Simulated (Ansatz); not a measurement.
Consider the formal loss of a carbene: `CC1(O)NCS1` → `[CH2]` (triplet) + `OC1NCS1`.

Program: Ansatz. Geometries: PBE0-D4/def2-TZVP. ΔE: electronic, gas phase. CCSD(T)/CBS is the MP2 limit (def2-TZVPP, def2-QZVPP) plus CCSD(T) − MP2 in def2-TZVPP, frozen cores. This one scheme is used for every species. Functionals use def2-TZVPP. B3LYP here is the variant with VWN-RPA as its local correlation; programs differ in this. Triplets are unrestricted, without spin–orbit coupling. One conformer a species, not always the lowest.

Task: Is it downhill or uphill in electronic energy at CCSD(T)/CBS, and by how much? (Best estimate.)

Result: Computed: Uphill: ΔE = +479.8 kJ/mol.

Task: What do these levels give: r2SCAN-D4, B3LYP-D4, ωB97X-V, ωB97M-V, PBE, PBE0, B3LYP, MP2/def2-TZVPP, SCS-MP2/def2-TZVPP, MP2/def2-QZVPP, SCS-MP2/def2-QZVPP, CCSD/CBS(def2)? (Estimate.)

Result: The calculation gave: r2SCAN-D4 456.1, B3LYP-D4 467.8, ωB97X-V 488.3, ωB97M-V 481.2, PBE 471.3, PBE0 465.5, B3LYP 453.1, MP2/def2-TZVPP 484.6, SCS-MP2/def2-TZVPP 481.8, MP2/def2-QZVPP 490.8, SCS-MP2/def2-QZVPP 489.3, CCSD/CBS(def2) 466.7 kJ/mol.

Largest T1 diagnostic among the species: 0.012.

In def2-TZVPP, CCSD(T) changes the Hartree–Fock value by +144.1 kJ/mol (the triples alone add +13.0 kJ/mol) and MP2 by +160.0 kJ/mol. From PBE to PBE0 (25 % exact exchange), in def2-TZVPP and without D4, ΔE moves by −5.8 kJ/mol. The D4 term adds +14.7 kJ/mol with B3LYP and +7.9 kJ/mol with PBE0; it sums over pairs of atoms, weighted by their polarisabilities, and B3LYP, whose exchange is more repulsive, gets the larger term.
